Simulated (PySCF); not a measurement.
## Basis-set dependence of population analyses: isopentylamine

Isopentylamine, C₅H₁₃N.
Numbering: `[CH3:1][CH:2]([CH3:3])[CH2:4][CH2:5][NH2:6]` (hydrogens: H7, H8, H9 on C1; H10 on C2; H11, H12, H13 on C3; H14, H15 on C4; H16, H17 on C5; H18, H19 on N6)

PBE0 throughout (PySCF), one geometry, spherical d and f functions. One conformer (not necessarily the lowest) at the PBE0-D3(BJ)/def2-SVP geometry, without solvent, vibrations or thermal averaging. Atoms taken as equivalent share a column and are averaged. The first 7 of 10 kinds of atom are listed.

Mulliken charges (e):

| basis | functions | C1/C3 | C2 | C4 | C5 | N6 | H7 (×6) | H10 |
| --- | --- | --- | --- | --- | --- | --- | --- | --- |
| STO-3G | 43 | -0.230 | -0.051 | -0.139 | -0.068 | -0.414 | +0.074 | +0.071 |
| 6-31G | 80 | -0.479 | -0.166 | -0.281 | -0.199 | -0.717 | +0.159 | +0.159 |
| pcSseg-0 | 80 | -0.565 | -0.532 | -0.404 | -0.227 | -0.779 | +0.224 | +0.252 |
| 6-31G* | 110 | -0.520 | -0.133 | -0.309 | -0.191 | -0.765 | +0.169 | +0.157 |
| def2-SVP | 149 | -0.033 | -0.208 | -0.066 | +0.063 | -0.267 | +0.035 | +0.033 |
| cc-pVDZ | 149 | -0.033 | -0.210 | -0.033 | +0.006 | -0.210 | +0.036 | +0.021 |
| 6-311+G(2d,p) | 240 | -0.633 | +0.412 | -0.227 | -0.314 | -0.509 | +0.145 | +0.092 |
| aug-cc-pVDZ | 255 | +0.824 | -0.840 | +0.916 | +0.916 | -0.221 | -0.124 | -0.401 |
| def2-TZVP | 264 | -0.377 | -0.014 | -0.197 | -0.129 | -0.498 | +0.118 | +0.070 |

IAO charges (e):

```csv
basis,functions,C1/C3,C2,C4,C5,N6,H7 (×6),H10
STO-3G,43,-0.388,-0.121,-0.252,-0.180,-0.442,+0.129,+0.126
6-31G,80,-0.428,-0.089,-0.259,-0.161,-0.570,+0.138,+0.126
pcSseg-0,80,-0.416,-0.113,-0.262,-0.160,-0.544,+0.136,+0.131
6-31G*,110,-0.408,-0.084,-0.248,-0.134,-0.569,+0.131,+0.119
def2-SVP,149,-0.397,-0.083,-0.243,-0.129,-0.558,+0.128,+0.117
cc-pVDZ,149,-0.408,-0.082,-0.248,-0.132,-0.566,+0.131,+0.119
"6-311+G(2d,p)",240,-0.420,-0.087,-0.256,-0.139,-0.601,+0.136,+0.123
aug-cc-pVDZ,255,-0.419,-0.085,-0.254,-0.139,-0.600,+0.135,+0.122
def2-TZVP,264,-0.420,-0.087,-0.256,-0.138,-0.596,+0.136,+0.123
```

Hirshfeld charges (e):

| basis | functions | C1/C3 | C2 | C4 | C5 | N6 | H7 (×6) | H10 |
| --- | --- | --- | --- | --- | --- | --- | --- | --- |
| STO-3G | 43 | -0.045 | +0.019 | -0.017 | +0.039 | -0.231 | +0.012 | +0.007 |
| 6-31G | 80 | -0.103 | -0.003 | -0.056 | -0.014 | -0.247 | +0.031 | +0.026 |
| pcSseg-0 | 80 | -0.105 | +0.004 | -0.057 | -0.013 | -0.241 | +0.032 | +0.023 |
| 6-31G* | 110 | -0.103 | -0.007 | -0.058 | -0.018 | -0.242 | +0.032 | +0.028 |
| def2-SVP | 149 | -0.114 | -0.011 | -0.068 | -0.025 | -0.237 | +0.035 | +0.031 |
| cc-pVDZ | 149 | -0.111 | -0.011 | -0.067 | -0.025 | -0.231 | +0.034 | +0.031 |
| 6-311+G(2d,p) | 240 | -0.116 | -0.028 | -0.077 | -0.034 | -0.239 | +0.038 | +0.037 |
| aug-cc-pVDZ | 255 | -0.123 | -0.028 | -0.080 | -0.037 | -0.239 | +0.040 | +0.039 |
| def2-TZVP | 264 | -0.119 | -0.024 | -0.076 | -0.034 | -0.240 | +0.038 | +0.037 |

ESP-fitted charges (e):

| basis | functions | C1/C3 | C2 | C4 | C5 | N6 | H7 (×6) | H10 |
| --- | --- | --- | --- | --- | --- | --- | --- | --- |
| STO-3G | 43 | -0.528 | +0.286 | -0.304 | +0.271 | -0.860 | +0.132 | +0.022 |
| 6-31G | 80 | -0.487 | +0.296 | -0.252 | +0.362 | -1.129 | +0.119 | -0.001 |
| pcSseg-0 | 80 | -0.647 | +0.386 | -0.336 | +0.385 | -1.107 | +0.159 | +0.006 |
| 6-31G* | 110 | -0.545 | +0.357 | -0.234 | +0.292 | -0.977 | +0.131 | -0.009 |
| def2-SVP | 149 | -0.472 | +0.327 | -0.176 | +0.272 | -0.905 | +0.111 | -0.017 |
| cc-pVDZ | 149 | -0.484 | +0.336 | -0.177 | +0.242 | -0.856 | +0.114 | -0.015 |
| 6-311+G(2d,p) | 240 | -0.605 | +0.436 | -0.204 | +0.281 | -0.963 | +0.141 | -0.027 |
| aug-cc-pVDZ | 255 | -0.578 | +0.411 | -0.203 | +0.284 | -0.928 | +0.135 | -0.021 |
| def2-TZVP | 264 | -0.602 | +0.445 | -0.210 | +0.277 | -0.944 | +0.140 | -0.028 |

Some averages cover members that differ in this geometry, most widely: H7 (×6), Mulliken in aug-cc-pVDZ -0.156 to -0.047; C1/C3, Mulliken in aug-cc-pVDZ +0.790 to +0.858; H7 (×6), ESP-fitted in pcSseg-0 +0.125 to +0.174; C1/C3, ESP-fitted in STO-3G -0.549 to -0.507 e.

Problem. Which scheme is steadiest as the basis changes?

Solution. Largest range over the bases for any column: Hirshfeld 0.08 e, IAO 0.16 e, ESP-fitted 0.27 e, Mulliken 1.46 e. Hirshfeld charges move least and Mulliken charges most, counted in e. Without the minimal STO-3G basis the ranges are Hirshfeld 0.03, IAO 0.06, ESP-fitted 0.27, Mulliken 1.46 e.

Problem. How much do the charges still move between the two largest bases, aug-cc-pVDZ and def2-TZVP?

Solution. At most, over all atoms: Mulliken 1.251 e, IAO 0.005 e, Hirshfeld 0.004 e, ESP-fitted 0.034 e.

Problem. What do the same runs give for the total energy, the frontier levels and the dipole moment?

Solution. 
```json
{"basis": "STO-3G", "energy (Eh)": "-249.7527", "HOMO (eV)": "-3.77", "LUMO (eV)": "9.58", "μ (D)": "1.36"}
{"basis": "6-31G", "energy (Eh)": "-252.7270", "HOMO (eV)": "-6.23", "LUMO (eV)": "2.62", "μ (D)": "1.58"}
{"basis": "pcSseg-0", "energy (Eh)": "-252.2152", "HOMO (eV)": "-6.22", "LUMO (eV)": "2.10", "μ (D)": "1.63"}
{"basis": "6-31G*", "energy (Eh)": "-252.7915", "HOMO (eV)": "-6.45", "LUMO (eV)": "2.69", "μ (D)": "1.31"}
{"basis": "def2-SVP", "energy (Eh)": "-252.6197", "HOMO (eV)": "-6.53", "LUMO (eV)": "1.80", "μ (D)": "1.24"}
{"basis": "cc-pVDZ", "energy (Eh)": "-252.8112", "HOMO (eV)": "-6.49", "LUMO (eV)": "1.92", "μ (D)": "1.15"}
{"basis": "6-311+G(2d,p)", "energy (Eh)": "-252.8757", "HOMO (eV)": "-6.85", "LUMO (eV)": "0.29", "μ (D)": "1.24"}
{"basis": "aug-cc-pVDZ", "energy (Eh)": "-252.8320", "HOMO (eV)": "-6.83", "LUMO (eV)": "-0.09", "μ (D)": "1.19"}
{"basis": "def2-TZVP", "energy (Eh)": "-252.8921", "HOMO (eV)": "-6.79", "LUMO (eV)": "1.14", "μ (D)": "1.21"}
```

The dipole is fixed by the density alone, so its range of 0.48 D shows that the density itself changes with the basis, not only its division among atoms.
